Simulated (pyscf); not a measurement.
**Four-centre exchange: `[CH4]` + `[F][GaH2]` → `[CH3][F]` + `[GaH3]`**

Gas phase, singlet surface, charge 0. Bonds broken: C1–H3, Ga2–F8. Bonds formed: C1–F8, Ga2–H3. Optimised with ωB97X-D3(BJ)/def2-SVP in PySCF. MP2 and CC: frozen core, UHF for open shells. ΔMP2 is the change of the MP2 total energy from the triple- to the quadruple-zeta basis.

Transition state (Å):

```xyz
9

C     -0.2942    -1.2821     0.0988
Ga     1.0628     0.8516     1.4137
H      1.2173    -0.6294     0.6625
H      0.2411    -1.2249    -0.8506
H     -1.3780    -1.1841     0.0060
H      1.2271     0.7534     2.9700
H      1.5757     2.0321     0.5181
F     -0.7406     0.4041     0.9233
H      0.0236    -2.0896     0.7608
```

One imaginary mode, 1102i cm⁻¹; descent along it reached the two sides named, in the forms told below.

| bond | change | reactant side (Å) | saddle | product side |
|---|---|---|---|---|
| C1–H3 | breaks | 1.103 | 1.740 | 3.0 |
| Ga2–F8 | breaks | 1.770 | 1.922 | 2.230 |
| C1–F8 | forms | 3.3 | 1.929 | 1.404 |
| Ga2–H3 | forms | 2.539 | 1.668 | 1.579 |

Electronic energies relative to the separated reactants (kcal/mol):

```json
[
 {"level": "ωB97X-D3(BJ)/def2-TZVP", "barrier": "89.0", "reaction energy": "+47.8", "reverse barrier": "41.2"},
 {"level": "PBE/def2-TZVP", "barrier": "81.5", "reaction energy": "+47.7", "reverse barrier": "33.8"},
 {"level": "r²SCAN/def2-TZVP", "barrier": "83.8", "reaction energy": "+49.5", "reverse barrier": "34.3"},
 {"level": "B3LYP-D3(BJ)/def2-TZVP", "barrier": "85.9", "reaction energy": "+48.0", "reverse barrier": "37.8"},
 {"level": "PBE0-D3(BJ)/def2-TZVP", "barrier": "86.7", "reaction energy": "+47.2", "reverse barrier": "39.5"},
 {"level": "M06-2X/def2-TZVP", "barrier": "91.4", "reaction energy": "+50.7", "reverse barrier": "40.8"},
 {"level": "ωB97M-D3(BJ)/def2-TZVP", "barrier": "88.8", "reaction energy": "+47.9", "reverse barrier": "40.9"},
 {"level": "HF/def2-TZVP", "barrier": "103.4", "reaction energy": "+46.5", "reverse barrier": "56.9"},
 {"level": "MP2/def2-QZVPP", "barrier": "94.8", "reaction energy": "+51.8", "reverse barrier": "43.0"},
 {"level": "CCSD/def2-TZVPP", "barrier": "94.1", "reaction energy": "+48.5", "reverse barrier": "45.5"},
 {"level": "CCSD(T)/def2-TZVPP", "barrier": "90.8", "reaction energy": "+48.9", "reverse barrier": "41.8"},
 {"level": "CCSD(T)/def2-TZVPP + ΔMP2(QZVPP)", "barrier": "90.5", "reaction energy": "+49.2", "reverse barrier": "41.4"}
]
```

With CCSD(T)/def2-TZVPP + ΔMP2(QZVPP) energies and thermal terms (ideal gas, 1 atm, RRHO with modes under 100 cm⁻¹ raised to 100, one conformer, R ln 2 for chiral ones without a mode under 150 cm⁻¹), in kcal/mol:

```json
[
 {"T (K)": "298", "ΔH‡": "89.0", "ΔG‡": "97.6", "ΔH": "+47.9", "ΔG": "+47.8"},
 {"T (K)": "600", "ΔH‡": "89.6", "ΔG‡": "106.1", "ΔH": "+47.7", "ΔG": "+47.7"},
 {"T (K)": "900", "ΔH‡": "90.4", "ΔG‡": "114.2", "ΔH": "+47.7", "ΔG": "+47.8"},
 {"T (K)": "1200", "ΔH‡": "91.3", "ΔG‡": "122.0", "ΔH": "+47.9", "ΔG": "+47.8"}
]
```

On the product side the descent ends in an adduct with a F–Ga contact, 9.2 kcal/mol under the separated species and 50.4 kcal/mol under the saddle at ωB97X-D3(BJ)/def2-TZVP. What is counted as broken (F–Ga) persists as a longer contact in the product adduct; parting that adduct is a step of its own. The same reactants have a lower exit, to H₃C–GaH₂ + HF (barrier +34.0 kcal/mol at ωB97M-D3(BJ)/def2-TZVP, against +88.8 kcal/mol here). This is the saddle that the search found; another between the same sides may lie lower. The CCSD(T) − MP2 part came from Ansatz, without density fitting, on the same reference. The frozen core leaves the outer d or s,p core shells of the metals and heavy elements correlated in the MP2 and CC values, and def2-TZVPP describes them poorly, which can shift differences by a few kcal/mol. Elements up to Kr have no core potential and no relativistic terms here.
